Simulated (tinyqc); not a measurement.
Worked calculation: CIS and TDHF on RHF in the sto-6g basis, frozen core, for HF, spin multiplicity 1. One step of it, computed by the program tinyqc.

Task: CIS matrix, singlets. A(ia,jb) = (e_a - e_i) d_ij d_ab + 2 (ia|jb) - (ij|ab).

orbital energies (hartree): MO1 -26.253893, MO2 -1.444199, MO3 -0.535621, MO4 -0.471171, MO5 -0.471171, MO6 0.448366

Two-electron integrals over orbitals (pq|rs), unique and non-zero (hartree); the lowest 1 orbital is frozen and left out:
```
(22|22) 0.868237    (32|22) -0.039423   (32|32) 0.146351    (33|22) 0.723424
(33|32) -0.027027   (33|33) 0.714139    (42|42) 0.186727    (43|42) -0.033859
(43|43) 0.040014    (44|22) 0.891146    (44|32) -0.072556   (44|33) 0.712163
(44|44) 0.998085    (52|52) 0.186727    (53|52) -0.033859   (53|53) 0.040014
(54|54) 0.053789    (55|22) 0.891146    (55|32) -0.072556   (55|33) 0.712163
(55|44) 0.890506    (55|55) 0.998085    (62|22) -0.105853   (62|32) -0.065481
(62|33) -0.028166   (62|44) -0.103355   (62|55) -0.103355   (62|62) 0.092564
(63|22) -0.209193   (63|32) 0.088503    (63|33) -0.106336   (63|44) -0.225302
(63|55) -0.225302   (63|62) 0.045979    (63|63) 0.208885    (64|42) -0.034275
(64|43) -0.019641   (64|64) 0.029793    (65|52) -0.034275   (65|53) -0.019641
(65|65) 0.029793    (66|22) 0.657029    (66|32) 0.057055    (66|33) 0.661741
(66|44) 0.635760    (66|55) 0.635760    (66|62) -0.060606   (66|63) -0.018805
(66|66) 0.696637
```

Give: CIS matrix A, singlet.

Result:

CIS matrix A, singlet (hartree), lower triangle:
```
       2>6    3>6    4>6    5>6
2>6  1.421
3>6  0.035  0.740
4>6  0.000  0.000  0.343
5>6  0.000  0.000  0.000  0.343
```
